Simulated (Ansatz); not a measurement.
SiCl2 (SMILES Cl[Si]Cl): methods side by side

SiCl2 has 3 atoms, charge 0, and is taken as a singlet. SMILES: `Cl[Si]Cl`. The shape is that of a PBE0-D4/def2-TZVP optimisation. The run starts from this shape.

```xyz
3

Cl    0.2938    1.6038    0.3380
Si   -0.7701   -0.0104   -0.4220
Cl    0.4763   -1.5934    0.0840
```

Quantity: the adiabatic ionisation energy (to the doublet cation, no zero-point term), in eV. The values are calculated.

```json
{"level": "HF/STO-3G", "kind": "Hartree–Fock", "program": "Ansatz", "value (eV)": "7.79", "CPU time (all runs)": "2.9 s"}
{"level": "HF/3-21G", "kind": "Hartree–Fock", "program": "Ansatz", "value (eV)": "9.90", "CPU time (all runs)": "6 s"}
{"level": "HF/6-31G* (Cartesian functions)", "kind": "Hartree–Fock", "program": "Ansatz", "value (eV)": "8.87", "CPU time (all runs)": "7.4 s"}
{"level": "PBE/def2-SVP", "kind": "GGA", "program": "Ansatz", "value (eV)": "9.42", "CPU time (all runs)": "11 s"}
{"level": "B3LYP/6-31G* (Cartesian functions)", "kind": "global hybrid", "program": "Ansatz", "value (eV)": "9.73", "CPU time (all runs)": "17 s"}
{"level": "MP2/6-31G* (Cartesian functions)", "kind": "perturbation theory", "program": "Ansatz", "value (eV)": "9.26", "CPU time (all runs)": "13 s"}
```

The values span 7.79 to 9.90 eV. Without the sets that lack polarisation functions the rows with a basis span only 8.87 to 9.73 eV. Times are those of the runs behind each value, whatever else they computed, on shared processors of several kinds: orders of magnitude only.
